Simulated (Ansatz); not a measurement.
Ansatz (a program for electronic structure) input (PBE/cc-pVTZ): A basis named .json is the Basis Set Exchange file of that set (core-valence sets with the plain set on hydrogen).

Ansatz 0.2 input:
```yaml
crystal:
  periodic: [false, false, false]
  atoms:
    - {symbol: C, position_ang: [-0.00000000, -0.00000000, -0.52559507]}
    - {symbol: N, position_ang: [0.00000000, 0.00000000, 0.68179640]}
    - {symbol: H, position_ang: [-0.00000000, -0.00000000, -1.61900441]}
basis:
  gaussian:
    orbitals: cc-pVTZ
    fitting: {mean_field: def2-universal-JFIT.json}
hamiltonian:
  xc: {name: PBE}
total_charge: 1
magnetization: {spin_polarized: true, initial_magnetization: 1}
```

Output:

```
Functional definition: PBE
integrals: 0.01 GiB planned
109 factors; integrals over basis functions are off by at most 1.1e0 eV
mean field: 0.13 GiB planned
mean field evaluation 1: about -2520.9108 eV, gradient 3.8e1 eV
mean field evaluation 2: about -2488.4734 eV, gradient 8.3e1 eV
mean field evaluation 4: about -2526.4719 eV, gradient 2.9e0 eV
mean field evaluation 8: about -2526.5235 eV, gradient 6.5e-2 eV
mean field evaluation 16: about -2526.5235 eV, gradient 1.1e-5 eV
mean field evaluation 32: about -2525.9891 eV, gradient 1.5e0 eV
mean field -2526.52351829 eV, -92.8480267582 hartree, gradient 8.3e-6 eV, S^2 0.751993; 6 other end points of the search recorded, 0 dependent functions left out
reference -2526.52353727 eV, -92.8480274554 hartree; 7, 6 occupied and 67, 68 virtual orbitals, 109 factors
Total energy: -2526.52353727 eV, -92.8480274554 hartree
```
